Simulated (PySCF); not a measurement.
Electronic absorption of methyl isopropyl ketone

Methyl isopropyl ketone, C5H10O.
InChI=1S/C5H10O/c1-4(2)5(3)6/h4H,1-3H3

Method used: TDDFT CAM-B3LYP/def2-SVPD, vertical, gas phase, core orbitals frozen in the response in PySCF 2.14.0, density-fitted response routines. Geometry: PBE0-D3(BJ)/def2-SVP, one conformer, isolated molecule. Torsions of this conformer, `[CH3:1][C:2](=[O:3])[CH:4]([CH3:5])[CH3:6]`: C1–C2–C4–C5 -178°.

Question: What does the calculation give for the low-lying excited states?

Answer: 

| state | E (eV) | λ (nm) | ν̃ (cm⁻¹) | f | main configurations (H = HOMO, L = LUMO) |
| --- | --- | --- | --- | --- | --- |
| S1 | 4.46 | 278.3 | 35930 | 0.0001 | H→L (86%), H→L+1 (9%) |
| S2 | 6.97 | 177.9 | 56210 | 0.016 | H→L+1 (81%) |
| S3 | 8.01 | 154.8 | 64610 | 0.011 | H→L+2 (69%), H→L+3 (14%) |
| S4 | 8.06 | 153.9 | 64990 | 0.0029 | H→L+3 (60%), H→L+4 (23%) |
| S5 | 8.19 | 151.4 | 66060 | 0.051 | H→L+4 (55%), H→L+2 (12%), H→L+3 (10%) |
| S6 | 8.27 | 149.9 | 66730 | 0.012 | H-2→L (51%), H-1→L (37%) |
| S7 | 8.39 | 147.8 | 67650 | 0.0074 | H-3→L (45%), H-4→L (28%) |
| S8 | 8.51 | 145.7 | 68640 | 0.066 | H-1→L (50%), H-2→L (32%) |
| S9 | 8.86 | 139.9 | 71470 | 0.0021 | H→L+5 (52%), H→L+6 (18%), H→L+7 (15%) |
| S10 | 9.12 | 136.0 | 73540 | 0.065 | H→L+8 (30%), H-4→L (25%), H-3→L (15%) |

Triplets, Tamm–Dancoff:

```json
{"state": "T1", "E (eV)": "3.89", "λ (nm)": "318.4", "main configurations (H = HOMO, L = LUMO)": "H→L (85%), H→L+1 (9%)"}
{"state": "T2", "E (eV)": "6.06", "λ (nm)": "204.5", "main configurations (H = HOMO, L = LUMO)": "H-4→L (28%), H-1→L (25%), H-3→L (21%)"}
{"state": "T3", "E (eV)": "6.86", "λ (nm)": "180.7", "main configurations (H = HOMO, L = LUMO)": "H→L+1 (79%)"}
{"state": "T4", "E (eV)": "7.76", "λ (nm)": "159.8", "main configurations (H = HOMO, L = LUMO)": "H-3→L (25%), H-2→L (20%), H-1→L (10%)"}
```

The lowest singlet comes at 278 nm (430 kJ/mol) in the ultraviolet; it is dark (f under 0.0005); its leading configuration is HOMO→LUMO (86%). The largest oscillator strength of a single state is 0.066. S1 has the pattern of n→π* at C=O. The listed states span 4.66 eV, and the widest gap between neighbours is 2.51 eV (S1 to S2). Orbital energies (eV): HOMO-3 -11.65, HOMO-2 -11.25, HOMO-1 -11.04, HOMO -8.65, LUMO 0.69, LUMO+1 1.23, LUMO+2 1.91. The oscillator strengths of these states sum to 0.234; summed over the whole spectrum of an exact calculation they would give the number of electrons, 48 (Thomas–Reiche–Kuhn). No computed singlet lies in the visible range (380 to 750 nm); the lowest, at 278 nm, stands 1.19 eV above its violet end (3.26 eV). The vertical ionisation energy (ΔSCF) is 9.48 eV, 0.36 eV above S10. The window holds the lowest 10 singlets.
